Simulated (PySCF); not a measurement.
Structure from 2D NMR

Compound of formula C₅H₈O. Correlations simulated from computed shifts and couplings:

HSQC (one-bond C–H):
```
  δH    δC  1J(C,H) (Hz)
2.25  33.5           134
1.99  23.8           170
1.07  15.9           176
0.78  15.9           171
```

COSY cross peaks (|J| ≥ 2 Hz):
```
  δH    δH  abs. J (Hz)  bonds
1.99  1.07          4.9      3
1.99  0.78          8.7      3
1.07  0.78          7.9      3
```

HMBC (two and three bonds, |J| ≥ 2.5 Hz):
```
  δH        δC [abs. J in Hz]
2.25  216.4 [5.3], 23.8 [2.6]
1.99              216.4 [3.9]
1.07              216.4 [4.9]
0.78              216.4 [2.6]
```

Carbons without hydrogens: δ 216.4.

- coordinates at the PBE0-D3(BJ)/def2-SVP level
- couplings computed with B3LYP/pcJ-1 (without the spin–dipole term)
- NMR shieldings at PBE/pcSseg-2/GIAO
- run in PySCF 2.14.0 with density-fitted response routines
- one averaged value for each set of equivalent atoms, no solvent, single conformer, no relativistic terms

Shifts are taken against calculated references (same method and geometry level): 1H (31.18 ppm) and 13C (179.39 ppm) vs TMS.

Exchangeable hydrogens are left out of these lists, and C,H couplings along chains are those of one rotamer, so weak HMBC peaks may be missing or extra.

Which molecule is this?

## Answers

Methyl cyclopropyl ketone (SMILES C1C(C(C)=O)C1).

Mapped SMILES: `[CH3:1][C:2](=[O:3])[CH:4]1[CH2:5][CH2:6]1`. Each H is labelled by its parent atom. Ha(C5), Ha(C6) are cis to C2 on the ring; Hb(C5), Hb(C6) are trans to C2 on the ring.

δC 216.4 is C2, a ketone carbonyl carbon. δC 33.5 is C1, a methyl carbon α to a carbonyl (δH 2.25). δC 23.8 is C4, a three-membered-ring carbon (δH 1.99). δC 15.9 is C5/C6, a three-membered-ring carbon (δH 1.07, 0.78). HMBC from δH 2.25 reaches the proton-free carbon C2. HMBC from δH 1.99 reaches the proton-free carbon C2. HMBC from δH 1.07 reaches the proton-free carbon C2. HMBC from δH 0.78 reaches the proton-free carbon C2. COSY links 1.99–1.07, 1.99–0.78, 1.07–0.78.

The shifts were computed for this structure.

Unscaled 3J(H,H) at this level run about 10 % above measured values. Shifts are as computed, not scaled to solution data. Of 1211 compounds with measured shifts, 218 miss one by over three times the rms of a fit or turn the order of signals round; such compounds aren't used in these exercises.
